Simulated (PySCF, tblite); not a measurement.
**C₅H₇O radical: geometry, infrared bands and EPR parameters**

What infrared bands and EPR parameters should C₅H₇O radical (`C=[C]OCC=C`) show?

Computed with tblite 0.8.0 and PySCF 2.14.0, with density-fitted response routines of our own, on a single molecule in the gas phase. Atoms count from 0, in the outputs and in this text.

### 1 The starting structure

13 atoms, charge 0, multiplicity 2; geometry from: force field or distance geometry start.

Bonds of the start (Å): C0–C1 1.31, C1–O2 1.32, O2–C3 1.42, C3–C4 1.50, C4–C5 1.34, C0–H6 1.09, C0–H7 1.08, C3–H8 1.09, C3–H9 1.11, C4–H10 1.09, C5–H11 1.08, C5–H12 1.09.

### 2 Geometry optimisation with GFN2-xTB

What the job is given:

```
{"job": {"kind": "relax", "xc": "GFN2-xTB", "basis": "xTB"}, "charge": 0, "multiplicity": 2}
C      3.078800     0.486800     0.153800
C      1.900500     0.144900    -0.306200
O      0.726600    -0.223600    -0.772800
C     -0.273100    -0.186500     0.240900
C     -1.572400    -0.634600    -0.349300
C     -2.712500     0.075700    -0.329900
H      3.390300     1.526900     0.106100
H      3.760300    -0.248600     0.550800
H     -0.348900     0.813700     0.670000
H     -0.005300    -0.894400     1.054800
H     -1.566600    -1.602200    -0.854900
H     -3.614500    -0.308400    -0.791900
H     -2.767500     1.050900     0.160600
```

Command:

```
OMP_NUM_THREADS=1 python probes_run.py task.json out
```

The driver reads the jobs from task.json and runs them one after another.

**Question.** This job is followed by: GFN2-xTB harmonic vibrations, gas phase; UKS B3LYP, pcH-1 on C H O, non-relativistic, mean-field spin-orbit, GIAO. Predict these results of the whole session: strongest single infrared mode (GFN2-xTB); zero-point energy (GFN2-xTB); g(iso) (B3LYP); ⟨S²⟩; largest a(iso) (averaged by class); potential on the surface of density 0.002 e/bohr³, 1st and 99th percentile.

As calculated:

| quantity | value |
| --- | --- |
| strongest single infrared mode (GFN2-xTB) | 1743 cm⁻¹, 242 km/mol |
| zero-point energy (GFN2-xTB) | 63.0 kcal/mol |
| g(iso) (B3LYP) | 2.00228 |
| ⟨S²⟩ | 0.756 (exact 0.75) |
| largest a(iso) (averaged by class) | 13C on C1, 421.9 MHz |
| potential on the surface of density 0.002 e/bohr³, 1st and 99th percentile | -1.13 V and 1.06 V |

What this shows: Over 215 steps the energy fell by 0.598 eV; of the close pairs, O2–C3 changed most, 1.424 to 1.458 Å. No mode is imaginary among the 33: a minimum at this level. The strongest single mode, at 1743 cm⁻¹, moves mainly C1 and C0. GFN2-xTB is a fitted tight-binding method: band positions and strengths are rough. Its intensities can rank the bands wrongly. C1 carries the largest spin population, 0.88 e. The isotropic g lies 0.0 ppt below the free-electron value.
